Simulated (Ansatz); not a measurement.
Relaxation of C₂H₆Al (9 atoms, charge -1, multiplicity 1), to a largest force component of 0.015 eV/Å in at most 40 steps.

Computed with Ansatz, RKS revPBE-D4/def2-SVP.

```xyz
9
Properties=species:S:1:pos:R:3:forces:R:3
C -1.039 0.705 -1.637 0.28 0.23 0.20
Al 0.042 0.613 -0.081 0.18 -0.44 0.73
C 0.703 -1.097 0.882 -0.55 0.12 -0.62
H -2.092 0.804 -1.268 -0.29 -0.43 -0.23
H -0.841 1.683 -2.141 -0.03 0.26 -0.07
H 0.750 1.676 0.993 0.26 0.41 -0.26
H 0.455 -2.008 0.317 -0.12 -0.44 -0.28
H 1.787 -1.144 1.064 0.49 0.21 0.03
H 0.234 -1.231 1.870 -0.22 0.09 0.51
```

Question: Where does it end, and by what steps?

Answer: It converged. Limits of this set-up: an anion without diffuse functions. After 11 steps the energy has fallen by 0.913 eV; H4 moved furthest, 1.04 Å.

| step | energy less start (eV) | largest force component (eV/Å) | accepted |
| --- | --- | --- | --- |
| 0 | 0.0000 | 0.730 | yes |
| 1 | -0.2848 | 0.808 | yes |
| 2 | -0.4615 | 1.537 | yes |
| 3 | -0.6204 | 1.015 | yes |
| 4 | -0.7596 | 1.249 | yes |
| 5 | -0.8399 | 0.798 | yes |
| 6 | -0.8844 | 0.526 | yes |
| 7 | -0.9057 | 0.209 | yes |
| 8 | -0.9101 | 0.218 | yes |
| 9 | -0.9111 | 0.083 | yes |
| 10 | -0.9112 | 0.117 | yes |
| 11 | -0.9129 | 0.009 | yes |

```xyz
9
Properties=species:S:1:pos:R:3
C -1.008 0.930 -1.348
Al 0.175 0.692 0.060
C 0.595 -1.110 0.908
H -1.577 0.109 -1.836
H -1.244 1.911 -1.815
H 1.014 1.919 0.780
H 0.052 -1.939 0.399
H 1.681 -1.360 0.865
H 0.312 -1.152 1.987
```

The run took 26 s on 1 thread of Arm Neoverse V1 (shared host), peak memory 0.13 GiB.
